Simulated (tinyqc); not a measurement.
Worked calculation: Pariser-Parr-Pople SCF with singles CI, for the molecule C=CC=C(O)Cl (SMILES; centres numbered as the heavy atoms are written). One step of it, computed by the program tinyqc.

Question. PPP integrals. Ohno: gamma = 14.399645/sqrt(R^2 + a^2), a = 2 x 14.399645/(gamma_rr + gamma_ss); H_rr = -W_r - sum_(s != r) z_s gamma_rs; H_rs = beta for bonds.

Centres (angstrom, eV; a flat drawing with bonds scaled to 1.40 angstrom):
```
centre          x          y  core charge z          W   gamma_rr
1C      -2.683000  -0.205000              1  11.160000  11.130000
2C      -1.384000   0.316000              1  11.160000  11.130000
3C      -0.283000  -0.549000              1  11.160000  11.130000
4C       1.017000  -0.028000              1  11.160000  11.130000
5O       2.118000  -0.893000              2  33.000000  21.500000
6Cl      1.215000   1.358000              2  26.000000  13.000000
```

Resonance integrals (eV):
```
i  j       beta
1  2  -2.390000
2  3  -2.390000
3  4  -2.390000
4  5  -2.240000
4  6  -1.590000
```

Give: repulsion gamma_rs; core matrix H.

Answer.

repulsion gamma_rs (eV):
```
          1C       2C       3C       4C       5O      6Cl
1C   11.1300   7.5551   5.2398   3.6699   2.9210   3.2981
2C    7.5551  11.1300   7.5534   5.2381   3.7809   4.7307
3C    5.2398   7.5534  11.1300   7.5524   5.5789   5.3277
4C    3.6699   5.2381   7.5524  11.1300   8.7001   7.8270
5O    2.9210   3.7809   5.5789   8.7001  21.5000   5.6139
6Cl   3.2981   4.7307   5.3277   7.8270   5.6139  13.0000
```

core matrix H (eV):
```
           1C        2C        3C        4C        5O       6Cl
1C   -40.0631   -2.3900    0.0000    0.0000    0.0000    0.0000
2C    -2.3900  -48.5299   -2.3900    0.0000    0.0000    0.0000
3C     0.0000   -2.3900  -53.3187   -2.3900    0.0000    0.0000
4C     0.0000    0.0000   -2.3900  -60.6746   -2.2400   -1.5900
5O     0.0000    0.0000    0.0000   -2.2400  -65.2086    0.0000
6Cl    0.0000    0.0000    0.0000   -1.5900    0.0000  -58.4113
```
